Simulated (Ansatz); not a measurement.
**SiPHCl (sextet): the correlation ladder, cc-pVDZ**

An exercise on one series of results from a longer session: the logs are not shown, and one member is left open.

Program: Ansatz 0.2.0, Gaussian basis. Level of theory: cc-pVDZ, core rule «outside noble gas», up to 15 orbitals frozen. These are calculated values, not measurements.

Plan: UHF; CCSD(T) on ROHF; CCSD(T) on UHF; BCCD(T) on ROHF; CISD; CCSDT(Q) on ROHF; CCSDT(Q) on UHF.

26 further runs of the same task are left out: 6 for a known fault of the program, 7 that didn't finish, 13 set aside as unsound or not needed.

### What is computed

The geometry is a PBE0/def2-TZVP stationary point (not a proven minimum) of the parent state, kept for this charge and spin.

4 atoms, charge 0, spin multiplicity 6.

Atoms are counted from 1 here; the program's logs count them from 0.

Bond lengths: Cl1–Si2 2.068 Å, Si2–P3 2.282 Å, P3–H4 1.429 Å. Angles: Cl1–Si2–P3 112.5°, Si2–P3–H4 96.7°.

As a file:

```xyz
4
ClHPSi
Cl    0.01754   -0.37273    1.70341
Si    0.01912    0.85041    0.03638
P    -0.08062   -0.33186   -1.91286
H     1.32773   -0.38776   -2.14711
```

The first run:

in.yaml

```yaml
crystal:
  periodic: [false, false, false]
  atoms:
    - {symbol: Cl, position_ang: [0.017539, -0.372733, 1.703409]}
    - {symbol: Si, position_ang: [0.019119, 0.850411, 0.036379]}
    - {symbol: P, position_ang: [-0.080618, -0.331858, -1.912861]}
    - {symbol: H, position_ang: [1.327734, -0.387755, -2.147109]}
basis:
  gaussian: {orbitals: cc-pVDZ}
magnetization: {spin_polarized: true, initial_magnetization: 5}
hamiltonian: {xc: hf}
output: {orbitals: {seedname: orbitals}}
```

On the command line:

```sh
$ ansatz run in.yaml --threads 1 --pin off --events-out ev --progress --plain --max-ram 2393MiB
```

Steps of the session up to this table: UHF; CCSD(T) on ROHF; CCSD(T) on UHF; BCCD(T) on ROHF; CISD; CCSDT(Q) on ROHF; CCSDT(Q) on UHF.

One of the session's tables, all rows but one given; the rest of the session is left out.

| method | from UCCSDT(Q) (kcal/mol) |
| --- | --- |
| ROHF | +205.23 |
| UHF | +201.62 |
| RMP2 | +32.70 |
| UMP2 | ? |
| CISD | +27.77 |
| RCCSD | +7.29 |
| UCCSD | +7.22 |
| RCCSD(T) | +1.67 |
| UCCSD(T) | +1.68 |
| BCCD(T) | +1.66 |
| RCCSDT | +0.56 |
| UCCSDT | +0.55 |
| RCCSDT(Q) | +0.06 |
| UCCSDT(Q) | 0 |

Q: Estimate the row for UMP2 from the others.

**Answer.** from UCCSDT(Q) (kcal/mol): +33.03. In the column «from UCCSDT(Q) (kcal/mol)» it lies between RMP2 (+32.70) and UHF (+201.62).

To keep in mind: Restricted and unrestricted rows rest on different reference determinants; where their highest levels disagree by more than a few hundredths of an eV, they describe different states and don't form one ladder.
